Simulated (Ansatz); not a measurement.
A run on C2H6S, SMILES `CCS` with other settings.

```yaml
crystal:
  periodic: [false, false, false]
  atoms:
    - {symbol: C, position_ang: [-0.590489, 0.344003, -0.584130]}
    - {symbol: C, position_ang: [0.507227, -0.275270, -0.131579]}
    - {symbol: S, position_ang: [0.636290, -1.287656, 1.436868]}
    - {symbol: H, position_ang: [-1.318827, -0.369196, -0.661565]}
    - {symbol: H, position_ang: [-0.556488, 0.821140, -1.561147]}
    - {symbol: H, position_ang: [-0.981273, 0.985775, 0.044650]}
    - {symbol: H, position_ang: [1.105330, -0.903224, -0.699821]}
    - {symbol: H, position_ang: [1.496643, 0.408478, -0.130873]}
    - {symbol: H, position_ang: [0.230050, -0.185500, 2.216191]}
basis:
  gaussian: {orbitals: pcseg-2}
hamiltonian: {xc: {name: r2SCANh}, dispersion: d3bj}
output: {forces: true}
```

```sh
$ ansatz run in.yaml --threads 4 --pin off --events-out ev --progress --plain --max-ram 10444MiB
```

Shortened log:

```
Warning: the engine holds no damping parameters fitted to this dispersion correction and functional, so the run takes those fitted to r2scanh beside the three-body term, which d3bj leaves out (hamiltonian.dispersion, under Limitations)
Functional definition: r2SCANh
882 factors; their error is unknown
mean field evaluation 1: about -12993.6075 eV, gradient 6.9e1 eV
mean field evaluation 2: about -12980.7531 eV, gradient 9.5e1 eV
mean field evaluation 4: about -13004.5318 eV, gradient 5.5e0 eV
mean field evaluation 8: about -13004.5977 eV, gradient 4.3e-2 eV
mean field evaluation 16: about -13004.5915 eV, gradient 1.2e-4 eV
mean field -13004.59149917 eV, -477.9099227658 hartree, gradient 2.5e-5 eV, S^2 0.000000; 0 other end points of the search recorded, 0 dependent functions left out
reference -13004.59151172 eV, -477.9099232269 hartree; 17, 17 occupied and 161, 161 virtual orbitals, 882 factors
Total energy: -13004.63517548 eV, -477.9115278404 hartree
Atom 0 at    -0.590489     0.344003    -0.584130 Å, force    -2.965987     0.332446    -4.349232 eV/Å
Atom 1 at     0.507227    -0.275270    -0.131579 Å, force     9.880021    -0.688051     3.168959 eV/Å
Atom 2 at     0.636290    -1.287656     1.436868 Å, force    -1.345638     2.388616     0.244062 eV/Å
Atom 3 at    -1.318827    -0.369196    -0.661565 Å, force    -2.431685    -1.916429    -0.549975 eV/Å
Atom 4 at    -0.556488     0.821140    -1.561147 Å, force     0.553619    -0.000762    -0.062139 eV/Å
Atom 5 at    -0.981273     0.985775     0.044650 Å, force    -1.721210     3.634154     3.267924 eV/Å
Atom 6 at     1.105330    -0.903224    -0.699821 Å, force    -0.262566    -2.063053    -2.216303 eV/Å
Atom 7 at     1.496643     0.408478    -0.130873 Å, force    -2.189183    -0.289050     0.914187 eV/Å
Atom 8 at     0.230050    -0.185500     2.216191 Å, force     0.482628    -1.397871    -0.417483 eV/Å
Dipole moment:    -0.088654     0.290062    -0.227392 e Å
```

Hardware: 4 threads of an Intel Xeon Platinum 8259CL on a shared host. Wall time 2.5 s, peak host memory 0.36 GiB.
